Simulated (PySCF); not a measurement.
Calculation: PBE-D3(BJ)/def2-TZVP // B3LYP-D3(BJ)/def2-TZVP (PySCF 2.14.0). Gas-phase values, no solvent. 

Reference species (SMILES): `[OH]` (neutral, multiplicity 2).

```yaml
highest_occupied_spin_orbital: -7.16 eV
```

Changed species: `[CH3]` (radical fragment; the reference has radical fragment).

**Question.** Give the shifts of the highest occupied spin orbital.

**Answer.** the highest occupied spin orbital goes up by 1.78 eV, to -5.38 eV.
